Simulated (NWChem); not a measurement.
**Correlation energy of H2N**

```xyz
3

N      0.0000     0.0000    -0.1494
H      0.8027     0.0000     0.5229
H     -0.8027     0.0000     0.5229
```
Charge 0, spin multiplicity 2.

Program: NWChem. The geometry was optimised at UPBE/def2-SVP, a minimum by its harmonic frequencies.

Basis set: def2-SVP. Each correlation energy counts from its own Hartree-Fock reference.

The correlated methods keep 1 core orbital frozen. The structure started from a generated list of species. The unpaired electrons of the parent sit in orbitals of symmetry b2 (C2v labels of the run); other states weren't searched. No SCF solution was tested for a lower state. Open-shell Hartree-Fock references start from PBE0 orbitals. No row is a measurement; the coupled-cluster row has its own basis-set and correlation limits.

| method | correlation energy (mHa) |
|---|---|
| CCSDT on ROHF | ? |
| CCSD[T] on ROHF | -171.1 |
| UMP2 | ? |
| CCSD(T) on ROHF | -171.0 |
| CCSD(T) on UHF | -166.7 |
| SCS-UMP2 | ? |
| CCSD on ROHF | -168.1 |
| CCSD[T] on UHF | -166.7 |
| CCSD on UHF | -163.9 |

Some entries are withheld; supply them.


- CCSDT on ROHF, correlation energy (mHa): -171.3
- UMP2, correlation energy (mHa): -144.7
- SCS-UMP2, correlation energy (mHa): -146.1
